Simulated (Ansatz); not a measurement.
The input, for Ansatz 0.2.0:

```yaml
crystal:
  periodic: [false, false, false]
  atoms:
    - {symbol: C, position_ang: [0.000000, 0.000000, 0.044733]}
    - {symbol: C, position_ang: [0.000000, 0.000000, -1.155483]}
    - {symbol: H, position_ang: [0.000000, 0.000000, 1.110750]}
basis:
  gaussian: {orbitals: 6-31G}
magnetization: {spin_polarized: true, initial_magnetization: 1}
correlation: {method: ccsdtq, electrons: outside_noble_gas}
```

```sh
$ ansatz run in.yaml --threads 1 --pin off --events-out ev --progress --plain --max-ram 2393MiB
```

Output:

```
445 factors; integrals over basis functions are off by at most 4.0e-8 eV
mean field evaluation 1: about -2069.6629 eV, gradient 1.1e1 eV
mean field evaluation 2: about -2069.6738 eV, gradient 1.1e1 eV
mean field evaluation 4: about -2071.0001 eV, gradient 3.3e0 eV
mean field evaluation 8: about -2071.5037 eV, gradient 5.3e-1 eV
mean field evaluation 16: about -2069.6629 eV, gradient 1.1e1 eV
mean field evaluation 32: about -2070.5704 eV, gradient 1.5e-4 eV
mean field evaluation 64: about -2070.4995 eV, gradient 1.3e0 eV
mean field evaluation 96: about -2060.3534 eV, gradient 1.7e1 eV
mean field evaluation 128: about -2070.5321 eV, gradient 6.6e-1 eV
mean field evaluation 160: about -2070.5704 eV, gradient 1.1e-2 eV
...
cycle  13  -4.72598497 eV  change   -5.1e-5 eV  update   5.2e-5
cycle  14  -4.72610842 eV  change   -1.2e-4 eV  update   3.4e-5
cycle  15  -4.72616313 eV  change   -5.5e-5 eV  update   1.5e-5
cycle  16  -4.72617828 eV  change   -1.5e-5 eV  update   7.5e-6
cycle  17  -4.72618617 eV  change   -7.9e-6 eV  update   3.6e-6
cycle  18  -4.72618625 eV  change   -8.2e-8 eV  update   1.3e-6
cycle  19  -4.72618799 eV  change   -1.7e-6 eV  update   7.3e-7
cycle  20  -4.72618934 eV  change   -1.4e-6 eV  update   3.8e-7
cycle  21  -4.72619055 eV  change   -1.2e-6 eV  update   2.3e-7
cycle  22  -4.72619102 eV  change   -4.7e-7 eV  update   1.5e-7
Total energy: -2076.24599988 eV, -76.3006331656 hartree
```

For the same geometry and basis full CI lies 3.3 meV lower. The determinant has ⟨S²⟩ = 1.20, so this isn't a pure spin state.

Ran on 1 thread of Intel Xeon, shared host: 39 s wall, 0.34 GiB peak host memory.
